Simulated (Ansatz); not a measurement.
## Worked example: correlation energy of CH3⁺, triplet

Geometry: displaced at random from a stationary point.

```csv
atom,x (Å),y (Å),z (Å)
C,0.0006,-0.0005,0.0607
H,-0.0002,0.6668,-0.9004
H,0.0478,0.0427,1.0899
H,-0.0550,-0.7036,-0.9133
```

Basis cc-pVDZ; Ansatz 0.2.0. Only valence electrons are correlated (noble-gas cores frozen), which leaves 6 electrons in 28 orbitals. R marks a restricted (for open shells ROHF) determinant, U an unrestricted one.

Full CI is exact within this basis and frozen core; it isn't the basis-set limit. The frozen core follows each run's orbitals, which can shift R against U totals by a few meV.

UCCSD has a T1 diagnostic of 0.008 and a largest doubles amplitude of 0.04.

Runs differ by some tens of microhartree through their thresholds and, for an open shell, their frozen cores, so the step to full CI, which has another core, is uncertain by up to 0.1 kcal/mol.

| level | total energy (hartree) |
| --- | --- |
| UHF | -39.101320 |
| UMP2 | -39.198673 |
| UCCSD | -39.220559 |
| UCCSD(T) | -39.222657 |
| UCCSDT | -39.223120 |
| UCCSDT(Q) | -39.223199 |
| full CI | -39.223159 |

Problem. What is the correlation energy at full CI, and what share of it do UMP2 and UCCSD recover?

Solution. E(corr) = -39.223159 − (-39.101320) = -0.121839 hartree = -3.315 eV. UMP2: -0.097353 / -0.121839 = 79.90 %. UCCSD: -0.119239 / -0.121839 = 97.87 %.

Problem. By how many kcal/mol does UCCSD(T) miss full CI (1 hartree = 627.509 kcal/mol), and which steps make up the rest?

Solution. -39.222657 − (-39.223159) = 0.000502 hartree = 0.32 kcal/mol. Steps: UCCSDT − UCCSD(T) = -0.29, UCCSDT(Q) − UCCSDT = -0.05, full CI − UCCSDT(Q) = 0.03 kcal/mol. That is within 1 kcal/mol of the reference in this basis, which itself misses far more of the correlation at the basis-set limit.
